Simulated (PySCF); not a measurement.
# BeH₄O, a complex of two parts: interaction energy

One table from this session's results is given with a row withheld; the runs are named, their logs left out.

Computed with PySCF 2.14.0; each step states its level. No surroundings beyond the atoms listed, unless a continuum is named. Atoms count from 0, parts from 1.

## Starting point

6 atoms, charge 0, multiplicity 1; geometry: GFN2-xTB. Parts: 1 = atoms 0–2, `[BeH2]`, charge 0; 2 = atoms 3–5, `O`, charge 0.

Set-up of the first run:

What the job is given:

```
{"job": {"xc": "PBE0", "basis": "def2-TZVPD", "d3": "d3bj", "grid": 3, "kind": "geom", "shake": 0.01}, "charge": 0, "multiplicity": 1, "parts": [{"atoms": "0-2", "charge": 0, "multiplicity": 1}, {"atoms": "3-5", "charge": 0, "multiplicity": 1}]}
Be     0.326183     0.092895    -0.123263
H      0.919559    -0.720030     0.666879
H     -0.890737     0.684829    -0.217319
O      1.328205     0.590782    -1.406736
H      2.193416     0.282424    -1.537698
H      1.025964     1.202050    -2.096383
```

Launch:

```bash
> OMP_NUM_THREADS=1 python cluster_run.py task.json out
```

The driver reads the jobs from task.json and runs them one after another.

Among the steps run: Geometry optimisation at PBE0-D3(BJ)/def2-TZVPD; Coupled-cluster interaction energy: CCSD(T) and MP2, 1.67 Å; Coupled-cluster interaction energy: CCSD(T) and MP2, 1.75 Å; Coupled-cluster interaction energy: CCSD(T) and MP2, 1.83 Å; Coupled-cluster interaction energy: CCSD(T) and MP2, 1.58 Å; Coupled-cluster interaction energy: CCSD(T) and MP2, 2.08 Å; Coupled-cluster interaction energy: CCSD(T) and MP2, 1.50 Å; Coupled-cluster interaction energy: CCSD(T) and MP2, 2.50 Å; Coupled-cluster interaction energy: CCSD(T) and MP2, 3.34 Å.

One table of the session follows, with a row left open; its other results are not shown here.

It belongs to the step «Coupled-cluster interaction energy: CCSD(T) and MP2, 3.34 Å». 

```
                 method  interaction energy (kcal/mol)
         HF/aug-cc-pVDZ                          -4.11
        MP2/aug-cc-pVDZ                              ?
       CCSD/aug-cc-pVDZ                          -4.06
    CCSD(T)/aug-cc-pVDZ                          -4.09
         HF/aug-cc-pVQZ                          -4.11
        MP2/aug-cc-pVQZ                          -4.24
    SCS-MP2/aug-cc-pVQZ                          -4.13
      MP2, extrapolated                          -4.25
CCSD(T), limit estimate                          -4.18
```

**Question.** Estimate the row for MP2/aug-cc-pVDZ.

**Answer.** interaction energy (kcal/mol): -4.17. In the column «interaction energy (kcal/mol)» it lies between CCSD(T), limit estimate (-4.18) and SCS-MP2/aug-cc-pVQZ (-4.13).
